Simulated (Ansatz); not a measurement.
```yaml
crystal:
  periodic: [false, false, false]
  atoms:
    - {symbol: P, position_ang: [-1.514202, -0.509683, -0.003354]}
    - {symbol: Si, position_ang: [0.603278, -0.274287, -0.001245]}
    - {symbol: P, position_ang: [2.649817, -0.094659, 0.000641]}
    - {symbol: H, position_ang: [-1.738894, 0.878628, 0.003959]}
basis:
  gaussian: {orbitals: def2-TZVP}
magnetization: {spin_polarized: true, initial_magnetization: 1}
hamiltonian: {xc: pbe0}
relax: {f_tol: 0.004, max_steps: 80}
```

```sh
$ ansatz run in.yaml --threads 1 --pin off --events-out ev --progress --plain --max-ram 2176MiB
```

Steps of the relaxation (energy above the last step; positions in Å, forces in eV/Å):

```
4
step 1, 52.7 meV
P    -1.514   -0.510   -0.003    0.438   -0.585   -0.003
Si    0.603   -0.274   -0.001    0.376    0.273    0.002
P     2.650   -0.095    0.001   -0.960   -0.140   -0.001
H    -1.739    0.879    0.004    0.146    0.453    0.002
```

```
4
step 2, 4.7 meV
P    -1.517   -0.554   -0.004    0.158    0.000    0.000
Si    0.563   -0.230   -0.001   -0.267   -0.129   -0.001
P     2.560   -0.085    0.001    0.216    0.034    0.000
H    -1.606    0.869    0.004   -0.107    0.095    0.000
```

```
4
step 3, 0.1 meV
P    -1.507   -0.546   -0.004    0.043    0.023    0.000
Si    0.573   -0.244   -0.001   -0.059    0.003    0.000
P     2.578   -0.088    0.001    0.013   -0.005    0.000
H    -1.644    0.878    0.004    0.002   -0.022    0.000
```

```
4
step 5, 0.0 meV
P    -1.505   -0.546   -0.004   -0.002   -0.004    0.000
Si    0.572   -0.240   -0.001    0.006    0.005    0.000
P     2.578   -0.091    0.001   -0.002   -0.003    0.000
H    -1.645    0.876    0.004   -0.002    0.002    0.000
```

```
4
step 6, 0.0 meV
P    -1.504   -0.546   -0.004    0.004    0.001    0.000
Si    0.573   -0.236   -0.001   -0.002   -0.001    0.000
P     2.580   -0.093    0.001   -0.001    0.000    0.000
H    -1.648    0.876    0.004   -0.001   -0.001    0.000
```

Close pairs at the end: P1–H4 1.429 Å, Si2–P3 2.012 Å, P1–Si2 2.099 Å.

A stationary point of unrestricted PBE0 after 6 steps, with ⟨S²⟩ = 0.806 against 0.75 for a pure state; no frequencies were run, so it isn't proven a minimum. 39 s on 1 thread of Arm Neoverse V2, shared host.
